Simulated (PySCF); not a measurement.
Ionisation energy of Ar by level of theory

Ar [Ar] (1S) → Ar+ [Ne] 3s2 3p5 (2P), as a difference of total energies. All numbers are calculated (PySCF 2.14, no relativity, point nucleus, in aug-cc-pV(5+d)Z (8s7p6d4f3g2h, 136 functions)). Correlated levels: valence: [Ne] frozen. The calculations carry no spin-orbit coupling.

| method | ionisation energy (eV) | error (eV) |
| --- | --- | --- |
| UHF | 14.548 | -1.271 |
| MP2 (valence) | 15.894 | +0.075 |
| SCS-MP2 (valence) | 15.813 | -0.006 |
| CCSD (valence) | 15.712 | -0.107 |
| CCSD(T) (valence) | 15.778 | -0.041 |

Reference: 15.819 eV (measured; NIST levels, between the centres of gravity of the two terms).
